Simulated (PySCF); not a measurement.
# Working out the electron affinity of F

F⁻ [Ne] (1S) → F [He] 2s2 2p5 (2P). All numbers are calculated (PySCF 2.14, the spin-free X2C one-electron Hamiltonian (Gaussian nucleus), in aug-cc-pVDZ-DK). Frozen: 1s2. Energies in hartree (1 hartree = 27.21139 eV):

| part | F⁻ (lower) | F (upper) |
| --- | --- | --- |
| UHF | -99.514355 | -99.467621 |
| MP2 opposite-spin | -0.171643 | -0.115400 |
| MP2 same-spin | -0.066280 | -0.039327 |

**Question.** What does Hartree-Fock give?

**Answer.** (-99.467621) − (-99.514355) = 0.046734 hartree = 1.272 eV.

**Question.** What do MP2 and SCS-MP2 (6/5 opposite-spin, 1/3 same-spin) give?

**Answer.** The opposite-spin parts differ by 1.530 eV and the same-spin parts by 0.733 eV. MP2: 1.272 + (1.530) + (0.733) = 3.535 eV. SCS-MP2: 1.272 + 1.2 × (1.530) + (0.733)/3 = 3.352 eV.

A first-order spin-orbit estimate adds -0.016 eV to MP2 (valence), giving 3.519 eV against 3.401 eV (measured; photodetachment measurements, as compiled on the Wikipedia data page of electron affinities).

A double-zeta basis recovers only part of the correlation energy.

What remains against the reference includes basis incompleteness, the frozen core and correlation beyond second order.
